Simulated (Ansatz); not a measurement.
Molecule: azane, NH3, charge 0, multiplicity 1. 
Structure (B3LYP-D3(BJ)/def2-TZVP (Ansatz, a quantum-chemistry and plane-wave program) minimum search):
```
N
H 1 1.0136
H 1 1.0136 2 107.33
H 1 1.0136 2 107.33 3 -115.09
```

Parts of the frozen-core correlation energy in cc-pVDZ (Ansatz, hartree). Frozen orbitals: 1; correlated occupied orbitals by spin: 4 and 4; virtual: 24 and 24. No spin-orbit coupling. Non-relativistic.

```csv
term,value
reference (HF),-56.19547
MP2 opposite-spin,?
MP2 same-spin,?
CCSD correlation,?
(T),-0.00378
CCSDT minus CCSD(T),-0.00027
CCSDT(Q) minus CCSD(T),-0.00060
T1 diagnostic,0.005
largest doubles amplitude,0.049
```

**Question.** Some entries are withheld; supply them.

**Answer.** 
- MP2 opposite-spin, value: -0.14388
- MP2 same-spin, value: -0.04245
- CCSD correlation, value: -0.20257
